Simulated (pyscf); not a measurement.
# Routes from `[CH3][Zn][Cl]` + `[CH3]` [doublet]

Candidate steps break at most two bonds and form at most two. Each was searched with GFN2-xTB (tblite) first. Single points on ωB97X-D3(BJ)/def2-SVP structures (PySCF, gas phase). Energies: ωB97M-D3(BJ)/def2-TZVP, kcal/mol, from the separated reactants, doublet surface; ΔG‡ with ideal gas, 1 atm, RRHO with modes under 100 cm⁻¹ raised to 100, one conformer, R ln 2 for chiral ones without a mode under 150 cm⁻¹.

```csv
products,type,ΔE‡,ΔE,ΔG‡ 298 K,ΔG‡ 900 K,ν‡ (cm⁻¹)
•H₂C–Zn–Cl + CH₄,hydrogen abstraction,14.3,-4.2,21.6,38.8,1763i
H₃C–CH₃ + [Cl–Zn]•,substitution at C,26.0,-22.1,38.0,57.9,1080i
```

Row 1: On the reactant side the descent ends in a complex, 5.8 kcal/mol under the separated species and 18.8 kcal/mol under the saddle at ωB97X-D3(BJ)/def2-TZVP. 

Plain bond fissions and candidates not yet searched are not listed, and one of them may be faster. Each barrier is that of the saddle found; lower ones may exist. The term symbol of open-shell Cl–Zn was not checked; spin-orbit terms and orbital degeneracy are left out. Elements up to Kr have no core potential and no relativistic terms here.
